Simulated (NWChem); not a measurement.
System: AlCl$_{3}$; SMILES [Cl][Al]([Cl])[Cl]

NWChem input:

```
start job
memory heap 200 mb stack 900 mb global 1100 mb
geometry units angstroms noautoz
  Al     0.000000     0.000000     0.002297
  Cl    -2.037473     0.455994    -0.000159
  Cl     1.413639     1.536506    -0.000159
  Cl     0.623834    -1.992500    -0.000159
end
basis spherical
  * library 6-31g*
end
dft
  xc hcth407
  iterations 150
  mulliken
end
task dft energy
```

Geometry: optimised at B3LYP/6-31G* (spherical d).

Problem. What results follow from this input? (HCTH/407/6-31G* (spherical d).) Quantities: energy (Ha); highest occupied level (eV); orbital gap (eV).

Solution. 
```
Property                        Value
---------------------------  --------
energy (Ha)                  -1623.36
highest occupied level (eV)     -8.16
orbital gap (eV)                 5.74
```
